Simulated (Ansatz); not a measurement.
## Arsenic, grey arsenic (A7): convergence with the plane-wave cutoff

Computed with Ansatz, PBE, scalar-relativistic PAW, on the relaxed cell (a = 3.807 Å, c = 10.824 Å (c/a = 2.843); spin not included). Errors count from a run at 420 eV on a Γ-centred 16×16×16 mesh with Fermi-Dirac smearing of 0.1 eV, extrapolated to zero width. Fixed here: mesh 10×10×10, Fermi-Dirac width 0.1 eV. The pressure holds a Pulay correction and is unreliable far below the recommended cutoff. The SCF starts from atomic densities corrected by a trained network.

| cutoff (eV) | E(σ→0) error (meV/atom) | P (GPa) | SCF iterations |
| --- | --- | --- | --- |
| 150 | 22613.3 | 3.50 | 8 |
| 200 | 4677.2 | -0.21 | 8 |
| 250 | 669.6 | -0.35 | 7 |
| 300 | 60.8 | -0.06 | 6 |
| 350 | 1.9 | 0.03 | 7 |
| 420 | -2.5 | 0.01 | 7 |
| 500 | -3.0 | 0.01 | 7 |
| 600 | -3.2 | 0.01 | 7 |
| 800 | -3.3 | 0.00 | 7 |

Within 5 meV/atom of the last row: from 420 eV on.
